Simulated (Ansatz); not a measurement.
**One shape, several levels: NH3S (Thiohydroxylamine)**

We compute a comparison of 6 runs (BLYP/STO-3G, r2SCAN/STO-3G, r2SCAN0/STO-3G, revPBE/STO-3G, MP2/STO-3G, FCI/STO-3G) of NH3S (Thiohydroxylamine). 

The results are computed with Ansatz 0.2.0.

57 further runs of the same task are left out: 2 that didn't finish, 55 set aside as unsound or not needed.

**1. The system as given**

NH3S has 5 atoms, charge 0, and is taken as a singlet. SMILES: `NS`. The H3–N1 distance was set to 2.537 Å, away from the relaxed value. At this shape a bond of the SMILES string is far longer than usual.

Bond lengths: N1–S2 1.719 Å, N1–H4 1.015 Å, S2–H5 1.338 Å. Angles: N1–S2–H5 95.5°, S2–N1–H4 109.7°.

**2. A single-point energy at BLYP/STO-3G (run 1)**

Input file in.yaml:

```yaml
crystal:
  periodic: [false, false, false]
  atoms:
    - symbol: "N"
      position_ang: [-0.429453, 0.682502, -1.142370]
    - symbol: S
      position_ang: [-0.098423, 2.144272, -0.300340]
    - symbol: H
      position_ang: [0.015040, -1.300690, 0.375430]
    - symbol: H
      position_ang: [-1.402683, 0.665182, -1.429880]
    - symbol: H
      position_ang: [0.848747, 2.568342, -1.145530]
basis:
  gaussian:
    orbitals: STO-3G
total_charge: 0
hamiltonian:
  xc: {name: BLYP}
accuracy: high
```

On the command line:

```
$ ansatz run in.yaml --threads 1 --pin off --max-ram 2610MiB --events-out events.jsonl --progress --plain --runs-dir runs
```

Standard output:

```text
Warning: RAYON_NUM_THREADS=1 ignored (pool sized by the plan → 1); use --threads N
Functional definition: BLYP
  name "BLYP"
  parameter beta = 0.0042
  parameter a = 0.04918
  parameter b = 0.132
  parameter c = 0.2533
  parameter d = 0.349
  exchange = b88_x(beta = beta)
  correlation = lyp_c(a = a, b = b, c = c, d = d)
287 factors; integrals over basis functions are off by at most 1.4e-8 eV
mean field evaluation 1: about -12206.8774 eV, gradient 5.2e1 eV
mean field evaluation 2: about -12139.7444 eV, gradient 8.3e1 eV
mean field evaluation 4: about -12210.8248 eV, gradient 3.6e1 eV
mean field evaluation 8: about -12223.1982 eV, gradient 2.0e1 eV
mean field evaluation 16: about -12225.3450 eV, gradient 1.2e-8 eV
mean field -12225.34498827 eV, -449.2731416826 hartree, gradient 2.7e-8 eV, S^2 0.000000; 1 other end points of the search recorded, 0 dependent functions left out
reference -12225.34502560 eV, -449.2731430542 hartree; 13, 13 occupied and 4, 4 virtual orbitals, 287 factors
Total energy: -12225.34502560 eV, -449.2731430542 hartree
```

It took 1.9 s on 1 thread of Arm Neoverse V1, shared host.

**3. The energy at r2SCAN/STO-3G (run 2)**

Input file job.yaml:

```yaml
crystal:
  periodic: [false, false, false]
  atoms:
    - {symbol: "N", position_ang: [-0.429453, 0.682502, -1.142370]}
    - {symbol: S, position_ang: [-0.098423, 2.144272, -0.300340]}
    - {symbol: H, position_ang: [0.015040, -1.300690, 0.375430]}
    - {symbol: H, position_ang: [-1.402683, 0.665182, -1.429880]}
    - {symbol: H, position_ang: [0.848747, 2.568342, -1.145530]}
basis:
  gaussian:
    orbitals: STO-3G
accuracy: high
hamiltonian:
  xc: r2scan
```

On the command line:

```
$ ansatz run job.yaml --threads 1 --pin off --max-ram 2610MiB --events-out events.jsonl --progress --plain --runs-dir runs
```

Standard output:

```text
Warning: RAYON_NUM_THREADS=1 ignored (pool sized by the plan → 1); use --threads N
Functional definition: r2SCAN
  name "r2SCAN"
  parameter k0 = 0.174
  parameter k1 = 0.065
  parameter a1 = 4.9479
  exchange = r2scan_x(k0 = k0, k1 = k1, a1 = a1)
  correlation = r2scan_c
287 factors; integrals over basis functions are off by at most 1.4e-8 eV
mean field evaluation 1: about -12209.7185 eV, gradient 4.8e1 eV
mean field evaluation 2: about -12153.1565 eV, gradient 8.9e1 eV
mean field evaluation 4: about -12214.6238 eV, gradient 2.6e1 eV
mean field evaluation 8: about -12225.6299 eV, gradient 2.3e0 eV
mean field evaluation 16: about -12225.6277 eV, gradient 2.5e-3 eV
mean field -12225.62767001 eV, -449.2835300449 hartree, gradient 4.9e-8 eV, S^2 0.000000; 0 other end points of the search recorded, 0 dependent functions left out
reference -12225.62767042 eV, -449.2835300600 hartree; 13, 13 occupied and 4, 4 virtual orbitals, 287 factors
Total energy: -12225.62767042 eV, -449.2835300600 hartree
```

Wall time 2.2 s (1 thread of Arm Neoverse V1, shared host); peak memory 0.12 GiB.

**4. A single-point energy at r2SCAN0/STO-3G (run 3)**

Input file run.yaml:

```yaml
crystal:
  periodic: [false, false, false]
  atoms:
    - symbol: N
      position_ang: [-0.429453, 0.682502, -1.142370]
    - symbol: S
      position_ang: [-0.098423, 2.144272, -0.300340]
    - symbol: H
      position_ang: [0.015040, -1.300690, 0.375430]
    - symbol: H
      position_ang: [-1.402683, 0.665182, -1.429880]
    - symbol: H
      position_ang: [0.848747, 2.568342, -1.145530]
basis:
  gaussian:
    orbitals: STO-3G
accuracy: high
magnetization:
  spin_polarized: false
hamiltonian:
  xc: {name: r2SCAN0}
```

On the command line:

```
$ ansatz run run.yaml --threads 1 --pin off --max-ram 2610MiB --events-out events.jsonl --progress --plain --runs-dir runs
```

Standard output:

```text
Warning: RAYON_NUM_THREADS=1 ignored (pool sized by the plan → 1); use --threads N
Functional definition: r2SCAN0
  name "r2SCAN0"
  parameter a = 0.25
[... 3 set-up lines as earlier in the session ...]
  exchange = (1 - a)*r2scan_x(k0 = k0, k1 = k1, a1 = a1) + a*exact_x
[... 1 set-up line as earlier in the session ...]
287 factors; integrals over basis functions are off by at most 1.4e-8 eV
mean field evaluation 1: about -12214.5645 eV, gradient 3.8e1 eV
mean field evaluation 2: about -12209.9371 eV, gradient 3.6e1 eV
mean field evaluation 4: about -12218.4015 eV, gradient 2.6e1 eV
mean field evaluation 8: about -12224.6776 eV, gradient 5.8e0 eV
mean field evaluation 16: about -12224.8437 eV, gradient 3.6e-7 eV
mean field -12224.84366014 eV, -449.2547182136 hartree, gradient 1.3e-8 eV, S^2 0.000000; 0 other end points of the search recorded, 0 dependent functions left out
reference -12224.84366046 eV, -449.2547182254 hartree; 13, 13 occupied and 4, 4 virtual orbitals, 287 factors
Total energy: -12224.84366046 eV, -449.2547182254 hartree
```

It took 2.3 s on 1 thread of Arm Neoverse V1, shared host; peak memory 0.13 GiB.

Runs 4 to 5 aren't shown in full; the table further down has their settings and results.

**5. A single-point energy at FCI/STO-3G (run 6)**

Input file in.yaml:

```yaml
crystal:
  periodic: [false, false, false]
  atoms:
    - {symbol: N, position_ang: [-0.429453, 0.682502, -1.142370]}
    - {symbol: S, position_ang: [-0.098423, 2.144272, -0.300340]}
    - {symbol: H, position_ang: [0.015040, -1.300690, 0.375430]}
    - {symbol: H, position_ang: [-1.402683, 0.665182, -1.429880]}
    - {symbol: H, position_ang: [0.848747, 2.568342, -1.145530]}
basis:
  gaussian: {orbitals: STO-3G}
correlation: {method: fci, frozen_orbitals: {H: 0, "N": 1, S: 5}}
accuracy: high
```

On the command line:

```
$ ansatz run in.yaml --threads 1 --pin off --max-ram 2610MiB --events-out events.jsonl --progress --plain --runs-dir runs
```

Standard output, shortened:

```text
Warning: RAYON_NUM_THREADS=1 ignored (pool sized by the plan → 1); use --threads N
Functional definition: HF
  name "HF"
[...]
287 factors; integrals over basis functions are off by at most 1.4e-8 eV
[...]
mean field -12197.87378671 eV, -448.2635936457 hartree, gradient 2.6e-8 eV, S^2 0.000000; 0 other end points of the search recorded, 0 dependent functions left out; unrestricted orbitals would lower it
unrestricted determinant -12203.62638046 eV, -448.4749975669 hartree, S^2 1.0038
6 core orbitals not correlated: weight in the atoms' cores, before any rotation towards them, 1.000 or more for the frozen orbitals, at most 0.000 for the correlated occupied ones
reference -12197.87378671 eV, -448.2635936457 hartree; 7, 7 occupied and 4, 4 virtual orbitals, 287 factors
state -12205.88626189 eV, -448.5580466775 hartree
Total energy: -12205.88626189 eV, -448.5580466775 hartree
```

It took 0.56 s on 1 thread of Arm Neoverse V1, shared host.

**6. All runs side by side**

```csv
run,level,frozen core orbitals,energy (Eh),wall time
1,BLYP/STO-3G,–,-449.273143,1.9 s
2,r2SCAN/STO-3G,–,-449.283530,2.2 s
3,r2SCAN0/STO-3G,–,-449.254718,2.3 s
4,revPBE/STO-3G,–,-449.260448,1.6 s
5,MP2/STO-3G,6,-448.468404,0.12 s
6,FCI/STO-3G,6,-448.558047,0.56 s
```

**7. Summary of results**

| quantity | value |
| --- | --- |
| run 6: total energy | -448.55805 Eh |
| run 6: correlation energy (6 core orbitals frozen) | -294.5 mEh |

Against full CI in this basis: MP2 +89.6 mEh. Totals of different functionals can't be ranked against each other. In run 5 the log says that unrestricted orbitals would lower the reference, so the values rest on an unstable closed-shell determinant (other closed-shell runs at this shape may share the fault). In runs 1, 2, 3, 4, 5, 6 the basis is minimal, so the values are rough. In runs 1, 2, 3, 4, 5 a closed-shell determinant meets a far-stretched bond, which it describes badly. All runs together took 8.6 s, the longest 2.3 s.
